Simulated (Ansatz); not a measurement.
Mulliken charges of HN (triplet) from r2SCAN/def2-TZVPP in Ansatz (PBE0-D4/def2-TZVP geometry).

```
atom  x (Å)  y (Å)   z (Å)  charge (e)
  N1  0.000  0.000   0.130      -0.145
  H2  0.000  0.000  -0.910       0.145
```

Task: By hand: the dipole of these point charges (1 e Å = 4.8032 D).

Result: Σ q r = (0.000, 0.000, -0.151) e Å, of length 0.151 e Å = 0.73 D.

Task: How does the dipole of the full density compare? (Estimate.)

Result: Ansatz gave: (0.000, 0.000, -0.326) e Å, 1.57 D; the point charges give 0.46 times that, at 0° from its direction.

Point charges leave out the atoms' own dipoles, such as those of lone pairs, and Mulliken's split depends on the basis, so the two needn't agree.
